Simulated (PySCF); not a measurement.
Gas-phase reaction: AlH3.NH3 → Al + 3 H2 + N

Method: PySCF energies (xtb for GFN2) plus ideal-gas RRHO corrections (1 bar). † marks an energy on the PBE0/def2-TZVP geometry and frequencies; other levels use their own. CCSD(T) freezes the core. Open shells (unrestricted): Al (multiplicity 2, electronic degeneracy 6), N (multiplicity 4); the rest are closed-shell singlets. GFN2 has no spin-polarisation term. Spin-orbit splitting is ignored; it lowers the true energy and changes the entropy of Al. Adducts (AlH3.NH3) have no counterpoise correction, and HF, PBE, BLYP, B3LYP and PBE0 lack dispersion. AlH3.NH3: computed as isolated molecules; such fragments, hydroxides, amides, oligomers or adducts are transient or little studied in the gas. CCSD(T) isn't extrapolated to the basis-set limit; its ΔH°(298 K) is 786.5 kJ in def2-SVP and 802.5 kJ in def2-TZVPP. The harmonic model lacks anharmonicity and excited electronic states, which grow with temperature; levels with a mode under 35 cm⁻¹ are left out.

```tsv
level	ΔE electronic, kJ	ΔH°(298 K), kJ	ΔS°(298 K), J/K	ΔG°(1600 K), kJ
CCSD(T)/def2-SVP†	839	787	439	55
GFN2-xTB	1576	1524	431	813
PBE/def2-SVP	947	897	440	166
r2SCAN/def2-TZVP†	890	837	439	106
ωB97M-V/def2-TZVP†	905	853	439	121
```
ΔH° is lowest at CCSD(T)/def2-SVP† and highest at GFN2-xTB. No reference value is set beside these.
